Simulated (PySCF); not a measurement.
Computed with PySCF with PBE-D3(BJ)/def2-TZVP // CAM-B3LYP-D3(BJ)/def2-TZVP. Isolated molecules, 0 K electronic values unless said otherwise. 

Reference species (SMILES): `[NH2]` (neutral, multiplicity 2).

```yaml
dipole_moment: 1.90 D
```

Changed species: `[F][Al][F]` (radical fragment; the reference has radical fragment).

### Question
Predict the effect on the dipole moment.

### Answer
the dipole moment falls by 0.21 D, to 1.69 D.
